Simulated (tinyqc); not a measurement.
The integration grid: Kohn-Sham R2SCAN on finer and finer grids in the sto-6g basis, for H2O, spin multiplicity 1. Computed by the program tinyqc with PySCF. Self-consistent on each grid; the net force on the molecule should vanish.

Geometry (angstrom):
```
atom       x        y       z
O     0.0000   0.0000  0.0000
H     0.0000   0.7850  0.7710
H     0.0000  -0.7850  0.7710
```

Kohn-Sham energy on Becke grids (radial x angular points per atom):
```
grid       points  residual of the electron count  E (hartree)  E - finest (mhartree)  largest net force without grid terms (hartree/bohr)
10 x 14       416                        2.38e-03    -76.04801              -37.43401                                             3.08e-02
15 x 26      1148                        1.75e-02    -76.01277               -2.18955                                             1.29e-02
20 x 50      2974                       -4.45e-04    -76.01792               -7.34583                                             2.94e-02
30 x 86      7728                        3.22e-04    -76.00991                0.66674                                             2.40e-02
50 x 194    29038                        9.89e-08    -76.01046                0.11608                                             6.37e-03
75 x 302    67922                       -4.67e-07    -76.01056                0.02105                                             1.40e-03
120 x 590  212214                        1.59e-08    -76.01058                0.00000                                             4.95e-05
```

What does the comparison show, and why?

The energy is within 0.1 mhartree of the finest grid first at 75 x 302. The error has both signs, since quadrature is not variational. The electron count and the net force are cheap signs of a poor grid.
